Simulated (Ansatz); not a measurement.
Z-matrix (Å, degrees):
```
C
Cl 1 1.693
C 1 1.328 2 123.8
F 1 1.320 2 115.0 3 -180.0
F 3 1.320 1 121.2 2 -0.0
Cl 3 1.693 1 123.8 2 -180.0
```

Charge 0, multiplicity 1.

(1) List the CAM-B3LYP/def2-TZVPP orbital energies in eV (Ansatz). (Estimate.)

Results:

(1) Computed: Occupied: -2765.68, -2765.68, -675.13, -675.13, -283.27, -283.25, -260.41, -260.41, -199.54, -199.54, -199.28, -199.28, -199.28, -199.28, -37.12, -36.98, -27.34, -26.82, -23.09, -19.53, -18.20, -17.23, -16.64, -15.93, -15.62, -14.37, -13.25, -12.40, -12.00, -11.77, -11.26, -8.69. Lowest empty: 0.89, 1.21, 2.39, 3.00, 3.41, 5.08, 6.46, 6.75.
